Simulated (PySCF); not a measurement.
Start geometry of 1,1,1-trichloropropane (`CCC(Cl)(Cl)Cl`) from GFN2-xTB (Å):
```
atom  x, y, z in Å
C1    -1.307    0.228    0.391
C2    -0.083   -0.640    0.122
C3     1.193    0.170   -0.020
Cl4    1.085    1.314   -1.375
Cl5    2.572   -0.919   -0.329
Cl6    1.543    1.090    1.460
H7    -1.185    0.788    1.313
H8    -1.467    0.929   -0.424
H9    -2.185   -0.405    0.482
H10    0.061   -1.347    0.941
H11   -0.222   -1.206   -0.802
```

Q: What comes out of this run: PBE0-D3(BJ)/def2-SVP geometry optimisation, gas phase (PySCF)?

A: 
```
atom  x, y, z in Å
C1    -1.6628    0.4417    0.2573
C2    -0.4422   -0.4199   -0.0013
C3     0.8660    0.3424   -0.1446
Cl4    0.7862    1.4851   -1.5117
Cl5    2.1885   -0.8128   -0.4455
Cl6    1.2322    1.2532    1.3443
H7    -1.5545    1.0137    1.1897
H8    -1.8292    1.1512   -0.5656
H9    -2.5540   -0.1955    0.3470
H10   -0.2871   -1.1419    0.8160
H11   -0.5589   -1.0034   -0.9282
```

The energy falls by 0.61 kcal/mol over 4 energy and gradient evaluations, the largest force component goes from 0.0137 to 2.9e-04 Eh/bohr, and the atoms move by 0.029 Å rms after alignment. Among the bonds, C1–H7, C1–H8 and C1–H9 change most and about equally (+0.013 Å). Bonds longer at the end by more than 0.005 Å: 7 of 10; shorter: 1. Among the angles that change most is C1–C2–C3, from 112.8° to 115.1°. Rotational constants go from 1933, 1570, 1416 to 1903, 1559, 1408 MHz. The orientation of the end geometry is arbitrary; only internal coordinates are fixed.

The run used 121 basis functions and 26 SCF cycles in all.

PBE0-D3(BJ)/def2-SVP frequencies: not computed here.
